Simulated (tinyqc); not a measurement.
Worked calculation: extended Hueckel theory, for SiH3. One step of it, computed by the program tinyqc.

Question. Orbitals. Solve H C = S C e through S^(-1/2); fill by pairs from the bottom, a degenerate level sharing its electrons equally; each orbital has its largest coefficient positive (the first on a tie).

H (eV):
```
             1Si 3s    1Si 3px    1Si 3py    1Si 3pz       2H 1s       3H 1s       4H 1s
1Si 3s   -17.300000   0.000000   0.000000   0.000000   -9.141166   -9.139287   -9.139287
1Si 3px    0.000000  -9.200000   0.000000   0.000000   -8.748209    4.375602    4.375602
1Si 3py    0.000000   0.000000  -9.200000   0.000000    0.000000   -7.573810    7.573810
1Si 3pz    0.000000   0.000000   0.000000  -9.200000    0.560565    0.560394    0.560394
2H 1s     -9.141166  -8.748209   0.000000   0.560565  -13.600000   -0.625778   -0.625778
3H 1s     -9.139287   4.375602  -7.573810   0.560394   -0.625778  -13.600000   -0.626297
4H 1s     -9.139287   4.375602   7.573810   0.560394   -0.625778   -0.626297  -13.600000
```

overlap S:
```
           1Si 3s    1Si 3px    1Si 3py    1Si 3pz      2H 1s      3H 1s      4H 1s
1Si 3s   1.000000   0.000000   0.000000   0.000000   0.390733   0.390652   0.390652
1Si 3px  0.000000   1.000000   0.000000   0.000000   0.499422  -0.249797  -0.249797
1Si 3py  0.000000   0.000000   1.000000   0.000000   0.000000   0.432378  -0.432378
1Si 3pz  0.000000   0.000000   0.000000   1.000000  -0.032002  -0.031992  -0.031992
2H 1s    0.390733   0.499422   0.000000  -0.032002   1.000000   0.030675   0.030675
3H 1s    0.390652  -0.249797   0.432378  -0.031992   0.030675   1.000000   0.030701
4H 1s    0.390652  -0.249797  -0.432378  -0.031992   0.030675   0.030701   1.000000
```

valence electrons = 7

Give: orbital energies; occupations; coefficients; sum of one-electron energies.

Answer.

orbital energies (eV): -18.983  -14.220  -14.220  -9.233  -0.547  -0.537  -0.398

occupations: 2.000  2.000  2.000  1.000  0.000  0.000  0.000

coefficients:
```
           MO1     MO2     MO3     MO4     MO5     MO6     MO7
1Si 3s   0.690   0.000   0.000   0.086   0.000   0.004   1.131
1Si 3px  0.000   0.315   0.000   0.000   0.000   1.237  -0.004
1Si 3py  0.000   0.000   0.315   0.000   1.236   0.000   0.000
1Si 3pz  0.003   0.000   0.000   0.994   0.000   0.000  -0.132
2H 1s    0.225   0.641   0.000  -0.042   0.000  -0.845  -0.706
3H 1s    0.225  -0.321   0.555  -0.042  -0.729   0.419  -0.711
4H 1s    0.225  -0.321  -0.555  -0.042   0.729   0.419  -0.711
```

sum of one-electron energies = -104.080 eV
